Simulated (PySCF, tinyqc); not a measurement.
Worked calculation: CCSD on RHF in the sto-3g basis, for OH-, spin multiplicity 1. The basis has no diffuse functions, so it cannot describe the extra electron: this is an exercise in the method, not the real anion. The lowest restricted solution is unstable here: a spin-polarised one lies 0.0000 hartree lower (PySCF). Computed by tinyqc, a small Python program that keeps every step (integrals from PySCF). Settings: charge = -1, multiplicity = 1, basis = sto-3g, method = RHF, energy threshold = 1e-10, iteration cap = 86, orthogonalisation = symmetric, start = core, DIIS depth = 6, amplitude equations = CCSD, DIIS depth for amplitudes = 6, cap on updates = 57. Command: `OMP_NUM_THREADS=1 python tinyqc.py 29721 29722 out.jsonl` (the two numbers bound the seeds that draw the settings). One thread of a shared host (Intel(R) Xeon(R) Processor @ 2.60GHz), about 0.2 s of CPU time with the checks. The early iterations of the SCF are left out here.

## One-electron integrals

Geometry (angstrom):
```
atom         x         y         z
O     0.000000  0.000000  0.000000
H     0.000000  0.000000  1.473000
```

Basis sto-3g: exponents (1/bohr^2) and contraction coefficients of normalised primitives:
```
element  l (shell)    exponent  coefficient
O            s (1)  130.709320     0.154329
O            s (1)   23.808861     0.535328
O            s (1)    6.443608     0.444635
O            s (2)    5.033151    -0.099967
O            s (2)    1.169596     0.399513
O            s (2)    0.380389     0.700115
O            p (3)    5.033151     0.155916
O            p (3)    1.169596     0.607684
O            p (3)    0.380389     0.391957
H            s (1)    3.425251     0.154329
H            s (1)    0.623914     0.535328
H            s (1)    0.168855     0.444635
```

Overlap, kinetic and nuclear-attraction integrals over the contracted functions; the nuclear repulsion is the sum of Za Zb / Rab.

nuclear repulsion = 2.87401065 hartree

overlap S, order 1O 1s, 1O 2s, 1O 2px, 1O 2py, 1O 2pz, 2H 1s:
$$\begin{pmatrix}
1.000000 & 0.236704 & 0.000000 & 0.000000 & 0.000000 & 0.016319 \\
0.236704 & 1.000000 & 0.000000 & 0.000000 & 0.000000 & 0.208646 \\
0.000000 & 0.000000 & 1.000000 & 0.000000 & 0.000000 & 0.000000 \\
0.000000 & 0.000000 & 0.000000 & 1.000000 & 0.000000 & 0.000000 \\
0.000000 & 0.000000 & 0.000000 & 0.000000 & 1.000000 & 0.205885 \\
0.016319 & 0.208646 & 0.000000 & 0.000000 & 0.205885 & 1.000000
\end{pmatrix}$$

kinetic energy T (hartree), order 1O 1s, 1O 2s, 1O 2px, 1O 2py, 1O 2pz, 2H 1s:
$$\begin{pmatrix}
29.003200 & -0.168011 & 0.000000 & 0.000000 & 0.000000 & -0.004978 \\
-0.168011 & 0.808128 & 0.000000 & 0.000000 & 0.000000 & -0.004102 \\
0.000000 & 0.000000 & 2.528731 & 0.000000 & 0.000000 & 0.000000 \\
0.000000 & 0.000000 & 0.000000 & 2.528731 & 0.000000 & 0.000000 \\
0.000000 & 0.000000 & 0.000000 & 0.000000 & 2.528731 & 0.041567 \\
-0.004978 & -0.004102 & 0.000000 & 0.000000 & 0.041567 & 0.760032
\end{pmatrix}$$

nuclear attraction V (hartree), order 1O 1s, 1O 2s, 1O 2px, 1O 2py, 1O 2pz, 2H 1s:
$$\begin{pmatrix}
-60.977706 & -7.268116 & 0.000000 & 0.000000 & -0.006555 & -0.512448 \\
-7.268116 & -9.411065 & 0.000000 & 0.000000 & -0.082516 & -1.364575 \\
0.000000 & 0.000000 & -9.324937 & 0.000000 & 0.000000 & 0.000000 \\
0.000000 & 0.000000 & 0.000000 & -9.324937 & 0.000000 & 0.000000 \\
-0.006555 & -0.082516 & 0.000000 & 0.000000 & -9.365727 & -1.158750 \\
-0.512448 & -1.364575 & 0.000000 & 0.000000 & -1.158750 & -4.087562
\end{pmatrix}$$

core Hamiltonian H = T + V (hartree), order 1O 1s, 1O 2s, 1O 2px, 1O 2py, 1O 2pz, 2H 1s:
$$\begin{pmatrix}
-31.974506 & -7.436127 & 0.000000 & 0.000000 & -0.006555 & -0.517427 \\
-7.436127 & -8.602937 & 0.000000 & 0.000000 & -0.082516 & -1.368677 \\
0.000000 & 0.000000 & -6.796205 & 0.000000 & 0.000000 & 0.000000 \\
0.000000 & 0.000000 & 0.000000 & -6.796205 & 0.000000 & 0.000000 \\
-0.006555 & -0.082516 & 0.000000 & 0.000000 & -6.836996 & -1.117183 \\
-0.517427 & -1.368677 & 0.000000 & 0.000000 & -1.117183 & -3.327531
\end{pmatrix}$$

## Two-electron integrals

Functions are numbered as in S; the eight-fold symmetry (ij|kl) = (ji|kl) = (kl|ij) leaves the list below.

Two-electron integrals (ij|kl) in chemists' order, unique and non-zero (hartree):
```
(11|11) 4.785065   (21|11) 0.741380   (21|21) 0.136873   (22|11) 1.118947
(22|21) 0.256633   (22|22) 0.817206   (31|31) 0.024477   (32|31) 0.037809
(32|32) 0.180518   (33|11) 1.115814   (33|21) 0.256684   (33|22) 0.817023
(33|33) 0.880159   (41|41) 0.024477   (42|41) 0.037809   (42|42) 0.180518
(43|43) 0.047444   (44|11) 1.115814   (44|21) 0.256684   (44|22) 0.817023
(44|33) 0.785270   (44|44) 0.880159   (51|51) 0.024477   (52|51) 0.037809
(52|52) 0.180518   (53|53) 0.047444   (54|54) 0.047444   (55|11) 1.115814
(55|21) 0.256684   (55|22) 0.817023   (55|33) 0.785270   (55|44) 0.785270
(55|55) 0.880159   (61|11) 0.051663   (61|21) 0.009468   (61|22) 0.017677
(61|33) 0.017648   (61|44) 0.017648   (61|51) 0.000399   (61|52) 0.000759
(61|55) 0.017736   (61|61) 0.000662   (62|11) 0.153948   (62|21) 0.035877
(62|22) 0.130371   (62|33) 0.128063   (62|44) 0.128063   (62|51) 0.002626
(62|52) 0.022125   (62|55) 0.134854   (62|61) 0.002531   (62|62) 0.028321
(63|31) 0.003386   (63|32) 0.021024   (63|53) 0.004336   (63|63) 0.003624
(64|41) 0.003386   (64|42) 0.021024   (64|54) 0.004336   (64|64) 0.003624
(65|11) 0.124249   (65|21) 0.029289   (65|22) 0.113832   (65|33) 0.109072
(65|44) 0.109072   (65|51) 0.005175   (65|52) 0.038470   (65|55) 0.123222
(65|61) 0.002132   (65|62) 0.030171   (65|65) 0.035453   (66|11) 0.357552
(66|21) 0.084593   (66|22) 0.354262   (66|33) 0.343171   (66|44) 0.343171
(66|51) 0.006313   (66|52) 0.076039   (66|55) 0.376169   (66|61) 0.005977
(66|62) 0.107698   (66|65) 0.132043   (66|66) 0.774606
```

## Orthogonalisation

S = U s U^T; symmetric (Loewdin) form X = U s^(-1/2) U^T, so that X^T S X = 1.

eigenvalues of S: [0.657575, 0.852792, 1.000000, 1.000000, 1.131593, 1.358040]

X, order 1O 1s, 1O 2s, 1O 2px, 1O 2py, 1O 2pz, 2H 1s:
$$\begin{pmatrix}
1.022225 & -0.124954 & 0.000000 & 0.000000 & -0.002167 & 0.011683 \\
-0.124954 & 1.040306 & 0.000000 & 0.000000 & 0.017672 & -0.112888 \\
0.000000 & 0.000000 & 1.000000 & 0.000000 & 0.000000 & 0.000000 \\
0.000000 & 0.000000 & 0.000000 & 1.000000 & 0.000000 & 0.000000 \\
-0.002167 & 0.017672 & 0.000000 & 0.000000 & 1.016980 & -0.108936 \\
0.011683 & -0.112888 & 0.000000 & 0.000000 & -0.108936 & 1.034717
\end{pmatrix}$$

## Iteration 9 (converged): orbitals

converged F (hartree), order 1O 1s, 1O 2s, 1O 2px, 1O 2py, 1O 2pz, 2H 1s:
$$\begin{pmatrix}
-19.572980 & -5.009185 & 0.000000 & 0.000000 & -0.011072 & -0.353570 \\
-5.009185 & -1.849163 & 0.000000 & 0.000000 & 0.033443 & -0.306883 \\
0.000000 & 0.000000 & 0.136390 & 0.000000 & 0.000000 & 0.000000 \\
0.000000 & 0.000000 & 0.000000 & 0.136390 & 0.000000 & 0.000000 \\
-0.011072 & 0.033443 & 0.000000 & 0.000000 & 0.569564 & -0.217275 \\
-0.353570 & -0.306883 & 0.000000 & 0.000000 & -0.217275 & 0.151626
\end{pmatrix}$$

Diagonalise F' = X^T F X, C = X C', fill 5 alpha and 5 beta electrons from the bottom; D = 2 C_occ C_occ^T. Each column has its largest component positive (the first on a tie).

F' = X^T F X (hartree):
$$\begin{pmatrix}
-19.209333 & -2.632082 & 0.000000 & 0.000000 & -0.029102 & -0.003984 \\
-2.632082 & -0.938184 & 0.000000 & 0.000000 & 0.087813 & -0.203331 \\
0.000000 & 0.000000 & 0.136390 & 0.000000 & 0.000000 & 0.000000 \\
0.000000 & 0.000000 & 0.000000 & 0.136390 & 0.000000 & 0.000000 \\
-0.029102 & 0.087813 & 0.000000 & 0.000000 & 0.640992 & -0.321660 \\
-0.003984 & -0.203331 & 0.000000 & 0.000000 & -0.321660 & 0.269049
\end{pmatrix}$$

orbital energies (hartree): MO1 -19.581011, MO2 -0.612572, MO3 0.106516, MO4 0.136390, MO5 0.136390, MO6 0.849591

coefficients C, order 1O 1s, 1O 2s, 1O 2px, 1O 2py, 1O 2pz, 2H 1s:
$$\begin{pmatrix}
0.994730 & -0.258054 & 0.053669 & 0.000000 & 0.000000 & -0.041685 \\
0.021550 & 0.997796 & -0.268718 & 0.000000 & 0.000000 & 0.206480 \\
0.000000 & 0.000000 & 0.000000 & 0.798731 & -0.601689 & 0.000000 \\
0.000000 & 0.000000 & 0.000000 & 0.601689 & 0.798731 & 0.000000 \\
0.001004 & -0.021762 & 0.444829 & 0.000000 & 0.000000 & 0.920915 \\
-0.002606 & 0.115197 & 0.821039 & 0.000000 & 0.000000 & -0.638752
\end{pmatrix}$$

D after iteration 9, order 1O 1s, 1O 2s, 1O 2px, 1O 2py, 1O 2pz, 2H 1s:
$$\begin{pmatrix}
2.117922 & -0.500941 & 0.000000 & 0.000000 & 0.060976 & 0.023492 \\
-0.500941 & 2.136543 & 0.000000 & 0.000000 & -0.282452 & -0.211482 \\
0.000000 & 0.000000 & 2.000000 & 0.000000 & 0.000000 & 0.000000 \\
0.000000 & 0.000000 & 0.000000 & 2.000000 & 0.000000 & 0.000000 \\
0.060976 & -0.282452 & 0.000000 & 0.000000 & 0.396695 & 0.725425 \\
0.023492 & -0.211482 & 0.000000 & 0.000000 & 0.725425 & 1.374764
\end{pmatrix}$$

Within a degenerate level the vectors are fixed only up to a rotation; this is one choice.

## Convergence

Stop when the energy changes by less than 1e-10 hartree and every element of the error matrix X^T (F D S - S D F) X is below 3e-06.

Course of the cycle:
```
iteration   E (hartree)     change  largest element of the error matrix
1          -72.91679908          -                             3.78e-01
2          -73.89799011  -9.81e-01                             2.62e-01
3          -73.98870337  -9.07e-02                             1.45e-01
4          -74.01084227  -2.21e-02                             2.33e-02
5          -74.01125052  -4.08e-04                             4.51e-03
6          -74.01126536  -1.48e-05                             7.09e-05
7          -74.01126536  -3.21e-09                             2.12e-05
8          -74.01126536  -3.16e-10                             6.66e-09
9          -74.01126536   2.84e-14                             2.18e-09
```

PySCF RHF in the same basis = -74.01126536 hartree

Converged in 9 iterations.

## Integrals over molecular orbitals

(pq|rs) = sum C_ip C_jq C_kr C_ls (ij|kl), one index at a time.

one-electron integrals over orbitals h = C^T H C (hartree):
$$\begin{pmatrix}
-31.958421 & 0.624966 & -0.125022 & 0.000000 & 0.000000 & 0.099080 \\
0.624966 & -7.187078 & 0.541008 & 0.000000 & 0.000000 & -0.479981 \\
-0.125022 & 0.541008 & -4.333078 & 0.000000 & 0.000000 & -1.618664 \\
0.000000 & 0.000000 & 0.000000 & -6.796205 & 0.000000 & 0.000000 \\
0.000000 & 0.000000 & 0.000000 & 0.000000 & -6.796205 & 0.000000 \\
0.099080 & -0.479981 & -1.618664 & 0.000000 & 0.000000 & -5.833396
\end{pmatrix}$$

Two-electron integrals over orbitals (pq|rs), unique and non-zero (hartree):
```
(11|11) 4.748629    (21|11) -0.463855   (21|21) 0.071091    (22|11) 1.087104
(22|21) -0.020442   (22|22) 0.766344    (31|11) 0.095809    (31|21) -0.014961
(31|22) 0.004028    (31|31) 0.008519    (32|11) -0.137095   (32|21) 0.004057
(32|22) -0.069180   (32|31) 0.007916    (32|32) 0.080674    (33|11) 0.562264
(33|21) -0.003884   (33|22) 0.482793    (33|31) 0.000460    (33|32) 0.039653
(33|33) 0.609778    (41|41) 0.025905    (42|41) 0.035301    (42|42) 0.166564
(43|41) -0.006638   (43|42) -0.028190   (43|43) 0.018035    (44|11) 1.115366
(44|21) -0.013596   (44|22) 0.788315    (44|31) 0.002869    (44|32) -0.077158
(44|33) 0.466241    (44|44) 0.880159    (51|51) 0.025905    (52|51) 0.035301
(52|52) 0.166564    (53|51) -0.006638   (53|52) -0.028190   (53|53) 0.018035
(54|54) 0.047444    (55|11) 1.115366    (55|21) -0.013596   (55|22) 0.788315
(55|31) 0.002869    (55|32) -0.077158   (55|33) 0.466241    (55|44) 0.785270
(55|55) 0.880159    (61|11) -0.075097   (61|21) 0.011105    (61|22) -0.004056
(61|31) 0.008422    (61|32) 0.017872    (61|33) -0.000874   (61|44) -0.002220
(61|55) -0.002220   (61|61) 0.023306    (62|11) 0.091658    (62|21) -0.003518
(62|22) 0.044935    (62|31) 0.014758    (62|32) 0.066921    (62|33) 0.008117
(62|44) 0.052325    (62|55) 0.052325    (62|61) 0.026815    (62|62) 0.121083
(63|11) 0.320760    (63|21) -0.004891   (63|22) 0.188430    (63|31) -0.001447
(63|32) -0.078928   (63|33) -0.064050   (63|44) 0.193566    (63|55) 0.193566
(63|61) -0.006341   (63|62) 0.003865    (63|63) 0.186148    (64|41) 0.005105
(64|42) 0.020813    (64|43) 0.017294    (64|64) 0.038337    (65|51) 0.005105
(65|52) 0.020813    (65|53) 0.017294    (65|65) 0.038337    (66|11) 0.951040
(66|21) -0.011859   (66|22) 0.683212    (66|31) 0.006718    (66|32) -0.012860
(66|33) 0.556481    (66|44) 0.677183    (66|55) 0.677183    (66|61) 0.006505
(66|62) 0.061257    (66|63) 0.109165    (66|66) 0.701288
```

## CCSD: starting amplitudes

t_ij^ab = <ij||ab> / (e_i + e_j - e_a - e_b), whose energy is MP2.

Starting amplitudes (spin orbitals 1a, 1b, ...; amplitudes related by a flip of all spins are not repeated):
```
from      to          t
3a 3b  6a 6b  -0.125255
2a 2b  6a 6b  -0.041405
4a 4b  6a 6b  -0.026877
5a 5b  6a 6b  -0.026877
2a 3b  6a 6b  -0.001753
1a 2b  6a 6b  -0.001225
1a 1b  6a 6b  -0.000570
1a 3b  6a 6b   0.000299
```

correlation energy = -0.03048663 hartree

## CCSD: amplitude update 1

t_i^a D_i^a and t_ij^ab D_ij^ab are set to the remaining terms of the spin-orbital equations, evaluated with the old amplitudes; for the doubles these are <ij||ab> + 1/2 <ab||ef> t_ij^ef + 1/2 <mn||ij> t_mn^ab + P(ij)P(ab) <mb||ej> t_im^ae + terms in t^2 + terms with t1, D the orbital-energy denominators.

Amplitudes after update 1 (spin orbitals 1a, 1b, ...; amplitudes related by a flip of all spins are not repeated):
```
from      to          t
3a 3b  6a 6b  -0.165326
2a 2b  6a 6b  -0.048951
4a 4b  6a 6b  -0.038781
5a 5b  6a 6b  -0.038781
3a        6a   0.024465
2a        6a   0.006293
1a 2b  6a 6b  -0.001115
1a 1b  6a 6b  -0.000441
1a 3b  6a 6b   0.000197
2a 3b  6a 6b   0.000035
1a        6a   4.73e-06
```

correlation energy = -0.03963080 hartree

## CCSD: amplitude update 2

As before.

Amplitudes after update 2 (spin orbitals 1a, 1b, ...; amplitudes related by a flip of all spins are not repeated):
```
from      to          t
3a 3b  6a 6b  -0.184672
2a 2b  6a 6b  -0.047865
5a 5b  6a 6b  -0.044430
4a 4b  6a 6b  -0.044430
3a        6a   0.036684
2a        6a   0.009745
1a 2b  6a 6b  -0.001010
1a 1b  6a 6b  -0.000393
2a 3b  6a 6b   0.000326
1a 3b  6a 6b   0.000136
1a        6a   0.000006
```

correlation energy = -0.04337637 hartree

## CCSD: amplitude update 3

t_i^a D_i^a and t_ij^ab D_ij^ab are set to the remaining terms of the spin-orbital equations, evaluated with the old amplitudes; for the doubles these are <ij||ab> + 1/2 <ab||ef> t_ij^ef + 1/2 <mn||ij> t_mn^ab + P(ij)P(ab) <mb||ej> t_im^ae + terms in t^2 + terms with t1, D the orbital-energy denominators. DIIS then mixes the stored amplitudes.

DIIS coefficients: [-1.008172, 2.008172]

Amplitudes after update 3 (spin orbitals 1a, 1b, ...; amplitudes related by a flip of all spins are not repeated):
```
from      to          t
3a 3b  6a 6b  -0.204143
5a 5b  6a 6b  -0.050831
4a 4b  6a 6b  -0.050831
3a        6a   0.049113
2a 2b  6a 6b  -0.043682
2a        6a   0.013017
1a 2b  6a 6b  -0.000917
1a 1b  6a 6b  -0.000359
2a 3b  6a 6b   0.000269
1a 3b  6a 6b   0.000078
1a        6a   2.62e-06
```

correlation energy = -0.04676937 hartree

## CCSD: convergence

E_corr = 1/4 sum <ij||ab> t_ij^ab + 1/2 sum <ij||ab> t_i^a t_j^b; stop when the norm of the change is below 1e-8.

Course of the amplitude iterations:
```
update  correlation energy (hartree)  norm of the change
0                        -0.03048663                   -
1                        -0.03963080            9.53e-02
2                        -0.04337637            4.56e-02
3                        -0.04676937            2.36e-02
4                        -0.04679509            3.27e-03
5                        -0.04681579            1.63e-03
6                        -0.04681489            2.75e-04
7                        -0.04680682            1.06e-04
8                        -0.04680805            1.62e-05
9                        -0.04680804            2.46e-06
10                       -0.04680799            7.03e-07
11                       -0.04680799            1.93e-08
12                       -0.04680799            4.48e-09
```

Converged amplitudes (spin orbitals 1a, 1b, ...; amplitudes related by a flip of all spins are not repeated):
```
from      to          t
3a 3b  6a 6b  -0.204445
5a 5b  6a 6b  -0.054209
4a 4b  6a 6b  -0.054209
3a        6a   0.049512
2a 2b  6a 6b  -0.041424
2a        6a   0.012573
1a 2b  6a 6b  -0.000911
1a 1b  6a 6b  -0.000363
2a 3b  6a 6b  -0.000095
1a 3b  6a 6b   0.000076
1a        6a   1.78e-06
```

CCSD total energy = -74.05807335 hartree

T1 diagnostic, norm of the one-spin t1 over sqrt(correlated electrons) = 0.016154

Converged in 12 updates, with DIIS from the third.
